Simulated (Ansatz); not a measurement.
## doublet PH+: a two-point extrapolation

PH+: 2 atoms, total charge +1, spin state doublet. As SMILES of the parent species, `[PH]`. The coordinates come from a PBE0-D4/def2-TZVP relaxation. That shape belongs to the parent species and isn't relaxed for this state.

| atom | x (Å) | y (Å) | z (Å) |
| --- | --- | --- | --- |
| P | 0.0000 | 0.0000 | -0.0146 |
| H | 0.0000 | 0.0000 | 1.4137 |

CCSD energies, 5 core orbitals frozen (Ansatz 0.2.0):

| basis | X | functions | Hartree–Fock (Eh) | correlation (Eh) |
| --- | --- | --- | --- | --- |
| cc-pVDZ | 2 | 23 | -340.930785 | -0.096657 |
| cc-pVTZ | 3 | 48 | -340.942733 | -0.115311 |

The correlation energy converges as X⁻³, the Hartree–Fock energy about exponentially.

Q: Extrapolate to the complete basis.

A: 
1. Correlation: E(∞) = (3³ E(3) − 2³ E(2))/(3³ − 2³) = (27 × (-0.115311) − 8 × (-0.096657))/19 = -0.123165 Eh.
2. Hartree–Fock: take the larger basis, -340.942733 Eh; it moved by -11.95 mEh in the last step.
3. Total: -340.942733 + (-0.123165) = -341.065898 Eh.
4. cc-pVTZ holds 93.6 % of the extrapolated correlation energy, cc-pVDZ 78.5 %.

This is an estimate of the method's limit, not an exact energy. Double-zeta sets lie outside the range where X⁻³ holds well, so a D–T extrapolation is rough.
